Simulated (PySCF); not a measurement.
# C4H6: the cost of one run

Programs: PySCF 2.14.0, with density-fitted response routines of our own. Each step states its level of theory. These are calculated values for one molecule, in the gas phase or a continuum, unless marked as measured. Atoms are numbered from 0 throughout.

### 1 Starting geometry

10 atoms, charge 0, multiplicity 1; geometry from: GFN2-xTB. The atoms were then displaced at random by about 0.01 Å, so the start is not that level's minimum.

Bonds of the start (Å): C0–C1 1.34, C1–C2 1.46, C2–C3 1.29, C0–H4 1.10, C0–H5 1.04, C1–H6 1.09, C2–H7 1.08, C3–H8 1.11, C3–H9 1.09.

### 2 Optimising the geometry at PBE0-D3(BJ)/def2-TZVP

The job: settings as JSON, then the geometry in Å.

```
{"job": {"xc": "PBE0", "basis": "def2-TZVP", "d3": "d3bj", "grid": 2, "shake": 0.01, "kind": "geom"}, "charge": 0, "multiplicity": 1}
C      1.720520     0.181550    -0.649470
C      0.684860    -0.189460     0.113520
C     -0.708120     0.184150    -0.127960
C     -1.664960    -0.204200     0.645220
H      1.538400     0.831160    -1.523670
H      2.713250    -0.079790    -0.458670
H      0.882210    -0.820080     0.974650
H     -0.854510     0.825830    -0.982780
H     -2.717340     0.089970     0.469530
H     -1.543880    -0.840050     1.518570
```

Command:

```
$ OMP_NUM_THREADS=1 python probes_run.py task.json out
```

This one command runs all jobs of the session in turn.

Q: Estimate the wall time and peak memory of this first job on 1 thread of Arm Neoverse V2, shared host.

About 57 s, with a peak of 0.68 GiB.
